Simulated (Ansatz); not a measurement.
in.yaml

```yaml
crystal:
  periodic: [false, false, false]
  atoms:
    - {symbol: B, position_ang: [0.000000, -0.193343, 0.758138]}
    - {symbol: F, position_ang: [0.000000, 0.073312, -0.515115]}
    - {symbol: H, position_ang: [0.000000, 0.691921, 1.577603]}
basis:
  gaussian: {orbitals: 6-31G}
magnetization: {spin_polarized: false, initial_magnetization: 1}
correlation: {method: mp2, frozen_orbitals: {B: 20}}
scf: {omitted_lower_state_checks: [cluster_reference]}
```

```sh
$ ansatz run in.yaml --threads 1 --pin off --events-out ev --progress --plain --max-ram 2393MiB
```

(1) One thing in this input was set wrong on purpose, beside settings that are merely unusual. What is the gravest fault, and what does the program do?

Answers

(1) Wrong frozen-orbital counts. How the run ends: refused.
```
these checks for a lower state are left out or cut short: cluster_reference
Error: "frozen_orbitals" has no count for F
```
